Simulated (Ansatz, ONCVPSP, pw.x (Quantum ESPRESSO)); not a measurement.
W (Z = 74): does the ONCV potential hold in the solid?

| Quantity | Value |
| --- | --- |
| Element | W |
| Generator | ONCVPSP 4.0.1.1 (patched build) |
| Type | optimised norm-conserving Vanderbilt (ONCV) |
| Functional | PBEsol |
| Relativity | scalar-relativistic |
| Frozen core | [Kr] 4d10 4f14 |
| Valence charge | 14 |
| Reference configuration | 5s2 5p6 5d4 6s2 |
| Partial waves | 5s+6s: rc 1.35 bohr, ncon 3, nbas 7, qcut 8.1 1/bohr, 2 projectors; 5p: rc 2.05 bohr, ncon 4, nbas 7, qcut 5.4 1/bohr, 2 projectors, debl 2.5 Ha; 5d: rc 2.85 bohr, ncon 4, nbas 8, qcut 4.3 1/bohr, 2 projectors, debl 3.1 Ha |
| Local potential | polynomial inside 1.30 bohr (lpopt 5, dvloc0 6 Ha) |
| Core correction | polynomial model core, fcfact 0.35 |

Atomic tests: cutoffs needed: 26 Ha and 30 Ha (the cutoffs (Ha) at which the residual kinetic energy of the hardest occupied pseudo-wave falls to 1 and 0.1 mHa per electron); ghost test: no bound ghost flagged; GHOST(+) flagged for s at 486.4 eV; largest excitation error: -31 meV (all-electron minus pseudo) for 5s2 5p6 5d3 6s0, out of 4 test configurations.

Crystal test: bcc W in pw.x 7.5, no spin, 15³ k-points, Fermi–Dirac smearing 0.01 Ry, cutoffs 70/280 Ry. The reference is all-electron LAPW (Ansatz 0.2.0) with the same functional, mesh and smearing; V0 and B0 come from Birch–Murnaghan fits to the pressures at five volumes. Errors are pseudo minus all-electron; Δ is the rms difference of the E(V) curves that follow from these fits, minima aligned, over ±6 % about the mean V0. Mesh and smearing are coarse, so the numbers serve the comparison and aren't converged zero-temperature values; the lattice is a test structure that the element need not adopt.

All-electron: a0 = 3.155 Å (V0 = 15.70 Å³/atom), B0 = 321.1 GPa.

How far does the potential miss the all-electron equation of state?

mean pressure error (GPa): -1.70; a0 (Å): 3.149; a0 error (%): -0.17; B0 error (%): -3.0; Δ (meV/atom): 5.9. The largest radius (2.85 bohr) exceeds half the bond length (2.58 bohr), so the spheres overlap, which is one possible source of error among others.

```csv
V (Å³/atom),P all-electron (GPa),P pseudo (GPa)
14.903,18.56,15.95
15.295,8.81,6.74
15.687,0.22,-1.40
16.079,-7.35,-8.60
16.471,-14.00,-14.95
```

At the middle volume, how do free energy and pressure move when the wave cutoff is lowered (ecutrho kept at four times it)?

```csv
cutoff (Ry),shift of F (meV/atom),shift of P (GPa)
32,+3545.6,-117.84
42,+625.6,-34.75
56,+22.7,-2.53
```

Input at the middle volume:

```
&control
  calculation='scf', prefix='x', pseudo_dir='./', outdir='./tmp', tstress=.true., disk_io='none'
/
&system
  ibrav=0, nat=1, ntyp=1, ecutwfc=70, ecutrho=280, nbnd=15,
  occupations='smearing', smearing='fd', degauss=0.01
/
&electrons
  conv_thr=1e-09, mixing_beta=0.4, electron_maxstep=70
/
ATOMIC_SPECIES
W 1.0 W.UPF
CELL_PARAMETERS angstrom
  -1.57698163 1.57698163 1.57698163
  1.57698163 -1.57698163 1.57698163
  1.57698163 1.57698163 -1.57698163
ATOMIC_POSITIONS crystal
W 0.0000 0.0000 0.0000
K_POINTS automatic
15 15 15 0 0 0
```

```bash
pw.x < W.scf.in > W.scf.out
```

Lines of the output:

```
Message from routine setup:
     using ibrav=0 with symmetry is DISCOURAGED, use correct ibrav instead
     lattice parameter (alat)  =       5.1616  a.u.
     unit-cell volume          =     105.8611 (a.u.)^3
     number of electrons       =        14.00
     number of Kohn-Sham states=           15
     kinetic-energy cutoff     =      70.0000  Ry
     charge density cutoff     =     280.0000  Ry
     scf convergence threshold =      1.0E-09
     Exchange-correlation= PBESOL
     number of k points=   120  Fermi-Dirac smearing, width (Ry)=  0.0100
     iteration #  1     ecut=    70.00 Ry     beta= 0.40
     total energy              =    -156.86186206 Ry
     estimated scf accuracy    <       0.03184960 Ry
     iteration #  2     ecut=    70.00 Ry     beta= 0.40
     total energy              =    -156.86092959 Ry
     estimated scf accuracy    <       0.00624471 Ry
     iteration #  3     ecut=    70.00 Ry     beta= 0.40
     total energy              =    -156.86160421 Ry
     estimated scf accuracy    <       0.00026364 Ry
     iteration #  4     ecut=    70.00 Ry     beta= 0.40
     total energy              =    -156.86162059 Ry
     estimated scf accuracy    <       0.00000304 Ry
     iteration #  5     ecut=    70.00 Ry     beta= 0.40
     total energy              =    -156.86162152 Ry
     estimated scf accuracy    <       0.00000020 Ry
     iteration #  6     ecut=    70.00 Ry     beta= 0.40
     total energy              =    -156.86162153 Ry
     estimated scf accuracy    <          5.1E-09 Ry
     iteration #  7     ecut=    70.00 Ry     beta= 0.40
     the Fermi energy is    22.8282 ev
!    total energy              =    -156.86162153 Ry
     estimated scf accuracy    <          5.7E-10 Ry
     smearing contrib. (-TS)   =      -0.00221407 Ry
     The total energy is F=E-TS. E is the sum of the following terms:
     one-electron contribution =     -12.96242601 Ry
     hartree contribution      =      15.20557534 Ry
     xc contribution           =     -39.42561302 Ry
     ewald contribution        =    -119.67694376 Ry
     convergence has been achieved in   7 iterations
          total   stress  (Ry/bohr**3)                   (kbar)     P=      -14.02
     Message from routine punch:
     Nothing written, as per user request (disk_io='none')
```

The run at the middle volume (120 k-points, 7 iterations) took about 37 s on one core of a shared host (Neoverse-N1, 64 threads, 124 GiB, load 53).
